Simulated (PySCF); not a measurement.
## TDDFT excited states: C3H5Cl

Species: chlorocyclopropane, C3H5Cl.
Bonds: Cl1–C2, C2–C3, C3–C4, C2–C4. Hydrogens: H5 on C2; H6, H7 on C3; H8, H9 on C4.

Method: PySCF, TDDFT CAM-B3LYP/def2-SVPD, vertical, gas phase, core orbitals frozen in the response. Geometry: GFN2-xTB; no solvent, vibrations or thermal averaging.

```csv
state,E (eV),E (hartree),f,symmetry,"main configurations (H = HOMO, L = LUMO)"
S1,6.98,0.2563,0.0008,–,H→L+1 (90%)
S2,7.49,0.2752,0.0037,A′,H-1→L+1 (88%)
S3,7.76,0.2850,0.021,A″,"H→L (85%), H→L+2 (8%)"
S4,8.25,0.3032,0.017,A′,H-1→L (83%)
S5,8.28,0.3044,0.026,A″,"H→L+2 (82%), H→L+4 (9%)"
S6,8.52,0.3132,0.0027,A′,H→L+3 (91%)
S7,8.64,0.3174,0.0081,A″,H→L+4 (78%)
S8,8.72,0.3206,0.026,A′,"H-1→L+2 (72%), H-2→L+1 (13%)"
```

Triplets (Tamm–Dancoff): T1 6.33 eV, H→L+1 (84%); T2 6.86 eV, H-1→L+1 (80%); T3 7.62 eV, H→L (83%), H→L+2 (8%).

The lowest singlet comes at 178 nm (673 kJ/mol) in the vacuum ultraviolet; it is very weak; its leading configuration is HOMO→LUMO+1 (90%). The largest oscillator strength of a single state is 0.026. Löwdin shares by element: HOMO chlorine 54%, carbon 41%; LUMO carbon 35% or more, hydrogen 26% or more (atoms not listed hold the other 39%). Weighted by f, the mean energy of these states is 8.28 eV. The oscillator strengths of these states sum to 0.105; summed over the whole spectrum of an exact calculation they would give the number of electrons, 40 (Thomas–Reiche–Kuhn). Of the 8 states listed, 4 reach f = 0.01 and none stays under 0.0005. Symmetry labels in Cs follow from the direction of the transition dipole and are given only for states with f of 0.002 or more. Singlets were solved by full linear response, triplets in the Tamm–Dancoff approximation.

Time: 7.4 s wall. Hardware: an x86-64 server with one thread, shared host.
